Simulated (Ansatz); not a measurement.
```yaml
crystal:
  periodic: [false, false, false]
  atoms:
    - {symbol: Al, position_ang: [-0.585444, 1.475529, 0.263157]}
    - {symbol: Ge, position_ang: [-0.432868, -0.901603, -0.055443]}
    - {symbol: P, position_ang: [1.566443, 0.735607, -0.116446]}
    - {symbol: H, position_ang: [-1.268858, 2.873069, 0.529585]}
basis:
  gaussian: {orbitals: def2-TZVP}
magnetization: {spin_polarized: true, initial_magnetization: 3}
hamiltonian: {xc: pbe0}
relax: {f_tol: 0.004, max_steps: 80}
```

```sh
$ ansatz run in.yaml --threads 1 --pin off --events-out ev --progress --plain --max-ram 2176MiB
```

Steps of the relaxation (energy above the last step; positions in Å, forces in eV/Å):

```
4
step 1, 71.6 meV
Al   -0.585    1.476    0.263    0.006    0.872    0.109
Ge   -0.433   -0.902   -0.055    0.315   -0.395   -0.092
P     1.566    0.736   -0.116   -0.109   -0.433   -0.040
H    -1.269    2.873    0.530   -0.211   -0.044    0.023
```

```
4
step 2, 8.6 meV
Al   -0.546    1.545    0.267    0.013    0.203    0.024
Ge   -0.396   -0.901   -0.060   -0.130   -0.202   -0.008
P     1.567    0.651   -0.127    0.101    0.096   -0.001
H    -1.346    2.887    0.542    0.016   -0.097   -0.014
```

```
4
step 3, 3.4 meV
Al   -0.532    1.557    0.266    0.087    0.047   -0.006
Ge   -0.408   -0.907   -0.059   -0.064   -0.085   -0.002
P     1.575    0.653   -0.128   -0.017    0.070    0.011
H    -1.355    2.879    0.542   -0.006   -0.032   -0.003
```

```
4
step 7, 0.0 meV
Al   -0.500    1.572    0.264    0.000    0.000    0.000
Ge   -0.430   -0.914   -0.057    0.000    0.000    0.000
P     1.579    0.662   -0.127    0.000    0.000    0.000
H    -1.369    2.862    0.542    0.000    0.000    0.000
```

Close pairs at the end: Al1–H4 1.580 Å, Al1–P3 2.303 Å, Al1–Ge2 2.507 Å, Ge2–P3 2.554 Å.

A stationary point of unrestricted PBE0 after 7 steps, with ⟨S²⟩ = 3.761 against 3.75 for a pure state; no frequencies were run, so it isn't proven a minimum. 2.8 min on 1 thread of Intel Xeon Platinum 8175M, shared host.
